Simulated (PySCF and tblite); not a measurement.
The numbers below are computed, except where a source is named.
System: C₃H₅NO, numbered as in [NH2:1]/[CH:2]=[CH:3]\[CH:4]=[O:5].

Motion: rotation about the C2–C3 bond (torsion N1–C2–C3–C4 from 0° to 181°, rising). GFN2-xTB gives an electronic barrier of 46.7 kcal/mol and a reaction energy of 3.6 kcal/mol.

Question: What does PBE0/pcSseg-1 + D3(BJ), IEF-PCM water give on GFN2-xTB geometries?

Answer: A barrier of 37.0 kcal/mol, 9.7 below the tight-binding barrier (from unrounded values), a reaction energy of 1.9 kcal/mol and, with GFN2-xTB thermal terms, ΔG‡(298 K) = 35.1 kcal/mol and k = 2.4×10⁻¹³ s⁻¹ (2 equivalent paths).

Programs: tblite and PySCF.
